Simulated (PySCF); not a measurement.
# Partial charges of cyclobutanemethanol

Cyclobutanemethanol, C5H10O.
SMILES with atom numbers: `[OH:1][CH2:2][CH:3]1[CH2:4][CH2:5][CH2:6]1` (hydrogens: H7 on O1; H8, H9 on C2; H10 on C3; H11, H12 on C4; H13, H14 on C5; H15, H16 on C6)

Geometry (PBE0-D3(BJ)/def2-SVP, Å), atoms numbered from 1 in this order:
```
atom  x, y, z in Å
O1     2.487    0.891   -0.254
C2     1.687   -0.253   -0.119
C3     0.322    0.050    0.456
C4    -0.675    0.864   -0.401
C5    -1.802   -0.045    0.125
C6    -0.730   -1.074    0.529
H7     2.015    1.511   -0.820
H8     2.232   -0.942    0.547
H9     1.560   -0.783   -1.088
H10    0.449    0.530    1.441
H11   -0.497    0.701   -1.478
H12   -0.757    1.947   -0.219
H13   -2.582   -0.362   -0.583
H14   -2.293    0.394    1.007
H15   -0.851   -1.610    1.483
H16   -0.565   -1.818   -0.268
```

Density: PBE0/pcSseg-1 (PySCF); schemes: Mulliken, IAO, Hirshfeld and ESP-fitted. Geometry: PBE0-D3(BJ)/def2-SVP, one conformer, isolated molecule.

Give the atomic charges in each scheme.

In e:

| atom | environment | Mulliken | IAO | Hirshfeld | ESP-fitted |
| --- | --- | --- | --- | --- | --- |
| O1 | alcohol oxygen | -0.451 | -0.545 | -0.232 | -0.568 |
| C2 | carbinol carbon (C–OH) | +0.166 | -0.041 | -0.002 | -0.035 |
| C3 | four-membered-ring carbon | -0.389 | -0.123 | -0.034 | +0.083 |
| C4 | four-membered-ring carbon | -0.199 | -0.271 | -0.075 | -0.235 |
| C5 | four-membered-ring carbon | -0.230 | -0.253 | -0.068 | -0.005 |
| C6 | four-membered-ring carbon | -0.164 | -0.262 | -0.070 | -0.246 |
| H7 | hydroxyl hydrogen | +0.227 | +0.346 | +0.160 | +0.383 |
| H8 | methylene hydrogen | +0.118 | +0.143 | +0.043 | +0.108 |
| H9 | methylene hydrogen | +0.082 | +0.103 | +0.026 | +0.062 |
| H10 | methine hydrogen | +0.122 | +0.132 | +0.036 | +0.070 |
| H11 | methylene hydrogen | +0.109 | +0.121 | +0.034 | +0.095 |
| H12 | methylene hydrogen | +0.128 | +0.129 | +0.034 | +0.059 |
| H13 | methylene hydrogen | +0.122 | +0.130 | +0.036 | +0.030 |
| H14 | methylene hydrogen | +0.121 | +0.134 | +0.039 | +0.048 |
| H15 | methylene hydrogen | +0.128 | +0.131 | +0.036 | +0.067 |
| H16 | methylene hydrogen | +0.110 | +0.127 | +0.037 | +0.083 |

Mean size of the charges over all atoms: IAO 0.187 e, Mulliken 0.179 e, ESP-fitted 0.136 e, Hirshfeld 0.060 e. Each set sums to the total charge, 0, to within 0.001 e. The IAO scheme projects the occupied orbitals on a minimal set of polarised atomic orbitals and counts the electrons in each atom's part of it.

Lowest charge. All schemes agree: Mulliken O1 (-0.451); IAO O1 (-0.545); Hirshfeld O1 (-0.232); ESP-fitted O1 (-0.568).

Highest charge. All schemes agree: Mulliken H7 (+0.227); IAO H7 (+0.346); Hirshfeld H7 (+0.160); ESP-fitted H7 (+0.383).

Sum the charges by element, for elements with more than one atom.

```csv
element,atoms,Mulliken,IAO,Hirshfeld,ESP-fitted
C,5,-0.816,-0.950,-0.250,-0.438
H,10,+1.267,+1.495,+0.481,+1.006
```

How closely do the schemes follow one another over all atoms?

Correlation coefficient and root-mean-square difference: IAO with Hirshfeld 0.97, 0.143 e; Hirshfeld with ESP-fitted 0.95, 0.126 e; IAO with ESP-fitted 0.90, 0.095 e; Mulliken with IAO 0.90, 0.098 e; Mulliken with Hirshfeld 0.87, 0.140 e; Mulliken with ESP-fitted 0.71, 0.155 e.
